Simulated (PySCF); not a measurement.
# Telling isomers of C$_{4}$H$_{6}$FN apart by NMR

No solvent model, a single conformation, fast rotation and ring inversion assumed for equivalent nuclei, relativity neglected. J couplings at B3LYP/pcJ-1 (spin–dipole term left out of most H,H and C,H couplings); PBE0/pcSseg-1 with gauge-including orbitals; geometry from GFN2-xTB; PySCF.

δ = σ(ref) − σ, references computed at the same level: $^{1}$H, $^{13}$C against TMS. Multiplet labels drop J under 1 Hz and among equivalent protons, and merge close values. Unscaled 3J(H,H) run several per cent high. Vicinal couplings that depend on rotamer populations or ring flexing (ring, CH–CH, X–H and H–F types) are those of the one conformer. One-bond C–F couplings are unscaled and too large by tens of Hz. Shifts are as computed. Against solution values, carbons near 30 ppm lie about +3 ppm off and those near 130 ppm about +5 ppm. Of 1211 compounds with measured shifts, 218 miss one by over three times the rms of a fit or turn the order of signals round; such compounds aren't used in these exercises. OH and NH positions are gas-phase values without hydrogen bonding to other molecules.

(1) Tabulate the signals of `N=C1CC(F)C1`, `NCC#CCF` and their relative energies.

(2) What is the quickest way to tell N=C1CC(F)C1 from NCC#CCF?

Results:

(1) 
| SMILES | carbon types | δC | δH | E rel. (kcal/mol) |
| --- | --- | --- | --- | --- |
| N=C1CC(F)C1 | 1×C 1×CH 2×CH2 | 175.7, 82.5, 49.7, 49.4 | 10.80 (br s, 1H), 5.24 (m, 1H), 3.37 (m, 1H), 3.23 (m, 1H), 3.12 (m, 1H), 2.95 (m, 1H) | 0.0 |
| NCC#CCF | 2×C 2×CH2 | 99.0, 83.9, 74.2, 35.7 | 5.38 (m, 2H), 3.62 (m, 2H), 0.90 (br s, 2H) | 25.7 |

Energies are electronic energies at PBE0/pcSseg-1 on these geometries, without zero-point or thermal terms, each for the one conformer computed, which needn't be the lowest.

(2) Both give the same number of carbon signals, but DEPT or the intensities differ. The first has a C=N carbon (C) at 175.7 ppm, the second an alkyne carbon (C) at 99.0 ppm.
